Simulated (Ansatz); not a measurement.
The input, for Ansatz 0.2.0:

```yaml
crystal:
  periodic: [false, false, false]
  atoms:
    - {symbol: Al, position_ang: [-1.995399, 0.029322, 0.000000]}
    - {symbol: H, position_ang: [-2.788322, 1.402706, 0.000000]}
    - {symbol: H, position_ang: [-2.788323, -1.344062, 0.000000]}
    - {symbol: H, position_ang: [0.230601, 0.029322, 0.000000]}
    - {symbol: Si, position_ang: [1.926601, 0.029322, 0.000000]}
    - {symbol: H, position_ang: [2.538781, -0.844962, 1.090012]}
    - {symbol: H, position_ang: [2.538781, -0.844962, -1.090012]}
basis:
  gaussian: {orbitals: cc-pVDZ}
correlation: {method: sc_nevpt2, electrons: outside_noble_gas, active_space: {window: {electrons: 8, orbitals: 8}}}
```

```sh
$ ansatz run in.yaml --threads 1 --pin off --events-out ev --progress --plain --max-ram 2393MiB
```

Log:

```
578 factors; integrals over basis functions are off by at most 1.4e-3 eV
mean field evaluation 1: about -14518.5636 eV, gradient 1.4e1 eV
mean field evaluation 2: about -14518.5656 eV, gradient 1.4e1 eV
mean field evaluation 4: about -14519.9493 eV, gradient 1.5e0 eV
mean field evaluation 8: about -14519.9741 eV, gradient 8.5e-4 eV
mean field evaluation 16: about -14519.6416 eV, gradient 3.9e0 eV
mean field -14519.97407565 eV, -533.5992052883 hartree, gradient 1.1e-6 eV, S^2 0.000000; 1 other end points of the search recorded, 0 dependent functions left out; unrestricted orbitals would lower it
reference -14519.97407565 eV, -533.5992052883 hartree; 16, 16 occupied and 45, 45 virtual orbitals, 578 factors
state -14522.10769710 eV, -533.6776144302 hartree
state -14522.10769710 eV, -533.6776144302 hartree; corrected -14525.35096414 eV, -533.7968022957 hartree
Total energy: -14525.35096414 eV, -533.7968022957 hartree
```

Natural occupations: 1.9838 1.9722 1.9698 1.7423 0.2561 0.0290 0.0261 0.0208.

For the same geometry and basis RCCSDT(Q) lies 1323.5 meV lower.

Ran on 1 thread of AMD EPYC 9B14, shared host: 6.5 s wall, 0.2 GiB peak host memory.
